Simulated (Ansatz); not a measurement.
in.yaml

```yaml
crystal:
  periodic: [false, false, false]
  atoms:
    - {symbol: O, position_ang: [-1.247731, 0.000385, 0.000000]}
    - {symbol: H, position_ang: [-1.497041, 0.926961, 0.000000]}
    - {symbol: H, position_ang: [-0.129731, 0.000385, 0.000000]}
    - {symbol: O, position_ang: [1.255269, 0.000385, 0.000000]}
    - {symbol: H, position_ang: [1.507128, -0.939565, 0.000000]}
basis:
  gaussian: {orbitals: cc-pVDZ}
magnetization: {spin_polarized: true, initial_magnetization: 1}
hamiltonian: {xc: hf}
scf: {lower_state_search: full}
output: {orbitals: {seedname: orbitals}}
```

```sh
$ ansatz run in.yaml --threads 1 --pin off --events-out ev --progress --plain --max-ram 2393MiB
```

Output:

```
388 factors; integrals over basis functions are off by at most 1.5e-3 eV
mean field evaluation 1: about -4116.6956 eV, gradient 2.3e1 eV
mean field evaluation 2: about -4116.7158 eV, gradient 2.3e1 eV
mean field evaluation 4: about -4119.2510 eV, gradient 3.8e0 eV
mean field evaluation 8: about -4119.4708 eV, gradient 5.8e-1 eV
mean field evaluation 16: about -4119.4772 eV, gradient 1.4e-5 eV
mean field evaluation 32: about -4119.3115 eV, gradient 8.6e-1 eV
mean field evaluation 64: about -4119.1920 eV, gradient 3.0e0 eV
mean field evaluation 96: about -4097.4267 eV, gradient 4.0e1 eV
mean field evaluation 128: about -4113.1119 eV, gradient 4.5e-2 eV
mean field evaluation 160: about -4119.4770 eV, gradient 1.2e-1 eV
mean field -4119.47720632 eV, -151.3879950504 hartree, gradient 1.4e-5 eV, S^2 0.755648; 6 other end points of the search recorded, 0 dependent functions left out
reference -4119.47720632 eV, -151.3879950504 hartree; 10, 9 occupied and 33, 34 virtual orbitals, 388 factors
Total energy: -4119.47720632 eV, -151.3879950504 hartree
```

Ran on 1 thread of Intel Xeon 6975P-C, shared host: 0.45 s wall, 0.1 GiB peak host memory.
